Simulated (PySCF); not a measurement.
Settings: PySCF, density fitting, no solvent, no relativity; the PBE0-D3(BJ)/def2-TZVP geometry of a molecule is the same in every run. Shieldings use GIAOs. KT3: no exact exchange; B97-2: 21 % exact exchange.

Mean 15N shielding (ppm):

```
    molecule  KT3/pcSseg-2  B97-2/pcSseg-2
 N#CSc1ccco1         -43.4           -59.4
 N#CSc1ccoc1         -61.6           -75.5
N#CCC(F)(F)F         -24.3           -41.2
     C1=NCC1        -152.8          -170.9
       N=S=O         -60.1           -76.8
       CCC#N         -10.6           -26.3
 [C-]#[N+]CC          77.8               ?
```

Task: What should B97-2/pcSseg-2 give for `[C-]#[N+]CC`?

Result: The functional change moves the other 6 molecules by -16.2 ppm on average (standard deviation 1.4), which puts `[C-]#[N+]CC` at 77.8 − 16.2 = 61.6 ppm. A straight line through the pairs, y = 1.014x − 15.40, gives 63.5 ppm. The run gave 70.6 ppm: the mean change misses by 9.0, the line by 7.1 ppm.

Task: Which of the two rules would one have trusted beforehand?

Result: Leaving out each listed molecule in turn and predicting it from the rest, the mean change misses by 1.22 ppm on average and the line by 1.59; so the mean change, and for `[C-]#[N+]CC` it wasn't the closer one.

Task: How even is the effect, and which conclusions about the order would change?

Result: Among the 6 molecules with both values given it runs from -18.1 ppm for `C1=NCC1` to -13.9 ppm for `N#CSc1ccoc1`; `[C-]#[N+]CC` moves by -7.2 ppm, outside this range. The change is of one sign for all of them. Of the 15 pairs among the 6, 1 changes order, the widest-spaced at KT3/pcSseg-2 being `N=S=O` and `N#CSc1ccoc1`, 1.5 ppm apart there.

The figures describe these molecules alone; neither level is taken as the truth.
